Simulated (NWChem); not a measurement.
Molecule: methanethiol (CH4S); SMILES CS

```xyz
6

C      0.0118     1.1488     0.0000
S      0.0686    -0.6625     0.0000
H     -0.4794     1.5445     0.8999
H      1.0567     1.4884     0.0000
H     -0.4794     1.5445    -0.8999
H     -1.2656    -0.8692     0.0000
```
Atoms are numbered in this order, from 1.

Structure relaxed at the PBE0/def2-SVP level.

Symmetry labels are those of Cs in the frame above (b1 and b2, or b-type labels, depend on it).

Task: List the 4 lowest vertical singlet excitations and the 4 lowest triplet ones from Hartree-Fock/6-31+G* (spherical d), TDHF (NWChem).

Result: 
| state | energy (eV) | oscillator strength | symmetry | leading excitation (squared amplitude) |
|---|---|---|---|---|
| S1 | 5.89 | 0.007 | a" | HOMO → LUMO (0.42) |
| S2 | 6.78 | 0.045 | a" | HOMO → LUMO+1 (0.83) |
| S3 | 7.95 | 0.031 | a" | HOMO → LUMO+2 (0.74) |
| S4 | 8.30 | 0.062 | a' | HOMO → LUMO+3 (0.93) |
| T1 | 5.17 | spin-forbidden | a" | HOMO → LUMO+8 (0.37) |
| T2 | 6.03 | spin-forbidden | a" | HOMO → LUMO+1 (0.67) |
| T3 | 6.92 | spin-forbidden | a' | HOMO−1 → LUMO+8 (0.46) |
| T4 | 7.44 | spin-forbidden | a" | HOMO → LUMO+2 (0.28) |
